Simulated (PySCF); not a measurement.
Compound: C4H5F.
Numbering: `[CH3:1][C:2]1=[C:3]([F:4])[CH2:5]1` (hydrogens: H6, H7, H8 on C1; H9, H10 on C5)

Level of theory: PBE0-D3(BJ)/def2-SVP geometry optimisation, gas phase in PySCF.

What internal coordinates does the optimisation give?

```
               bond  length (pm)   order
              C1–C2        147.0  single
              C2=C3        129.1  double
              C3–F4        131.0  single
              C3–C5        146.5  single
              C2–C5        154.6  single
C1–H6, C1–H7, C1–H8        110.1  single
      C5–H9, C5–H10        110.4  single
```

Bonds in one row agree within 1 pm and their mean is given. Orders are formal, as drawn. A selection of angles:
```
    angle  degrees
 C2–C1–H6    110.7
 H6–C1–H7    108.5
 C1–C2–C3    156.3
 C1–C2–C5    142.3
 C3–C2–C5     61.4
 C2–C3–F4    148.9
 C2–C3–C5     67.9
 F4–C3–C5    143.2
 C3–C5–H9    120.5
 C2–C5–C3     50.7
 C2–C5–H9    119.3
H9–C5–H10    113.0
```

Torsions: C1–C2–C3–F4 0° (synperiplanar); C1–C2–C5–C3 180° (antiperiplanar).

The 3-membered ring C2–C3–C5 has internal angles of 50.7° to 67.9°. The C–C distances run from 1.291 Å (C2=C3, drawn double) to 1.546 Å (C2–C5, drawn single), a spread of 0.255 Å. The 5 heavy atoms lie in one plane (0.001 Å rms).

Point group: Cs (tolerance 0.08 Å). Whether it is a minimum is left open (no frequencies).
